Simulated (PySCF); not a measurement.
```xyz
4
charge 0 multiplicity 1, angstrom
S    -0.9077    1.0368    0.0000
S    -0.9077   -1.0368    0.0000
S     0.9077    1.5870    0.0000
S     0.9077   -1.5870    0.0000
```

All numbers come from PySCF, PBE0, basis S def2-TZVP (no relativity, density fitting).

This geometry of S2S2 is a stationary point at this level.

Task: What is the point group?

Result: C2v.

Task: Is it a minimum?

Result: Yes: all harmonic wavenumbers are real.

Task: List the harmonic modes with their infrared intensities.

Result: 
```tsv
symmetry	ω (cm⁻¹)	IR (km/mol)
a1	117	0.3
a2	223	0.0
b2	347	0.2
a1	419	5.0
b2	681	123
a1	712	7.7
```

Task: What are the dipole moment and the gap between the highest occupied and lowest empty levels?

Result: 1.44 D and 2.67 eV.

In C2v the vibrations span 3a1 + a2 + 2b2. Here b1 is antisymmetric to the molecular plane and b2 lies in it. The a2 mode carries no infrared intensity, as symmetry demands.

Other isomers or separated fragments may lie lower.
